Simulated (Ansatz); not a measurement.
The same path of CH2F3N (7 atoms, charge 0, multiplicity 1) was run twice with different band settings. The coordinate that changes most is the height of N1 over the plane of its neighbours.

These are results of RKS B3LYP-D4/def2-mTZVP in Ansatz, not measurements.

Relaxed end points:

```xyz
7
Properties=species:S:1:pos:R:3
N 0.180 0.536 0.713
C 0.052 -0.412 -0.306
F -0.871 -0.103 -1.275
F -0.333 -1.599 0.204
F 1.224 -0.570 -0.950
H -0.691 0.653 1.220
H 0.500 1.427 0.349
```

```xyz
7
Properties=species:S:1:pos:R:3
N -0.243 0.646 0.586
C -0.049 -0.386 -0.336
F -0.663 -0.098 -1.500
F -0.541 -1.543 0.146
F 1.263 -0.639 -0.656
H 0.179 0.425 1.481
H 0.115 1.528 0.234
```

Common settings: spring 5.0 eV/Å²; optimiser quadratic models (default); start path through a guess of the saddle point; force threshold 0.05 eV/Å; iteration limit 60; end points relaxed.

| run | movable images | climbing image |
| --- | --- | --- |
| 1 | 5 | yes |
| 2 | 8 | no |

(1) What does each run give, and how far can it be trusted?

Answers

(1) Run 1: converged after 8 iterations, highest image 0.129 eV above the first end. A vibrational analysis at the climbing image gives one clearly imaginary mode, 536i cm⁻¹: a first-order saddle point.
Run 2: converged after 8 iterations, highest image 0.125 eV above the first end. No image climbed, so the highest image needn't sit at the top of the path.
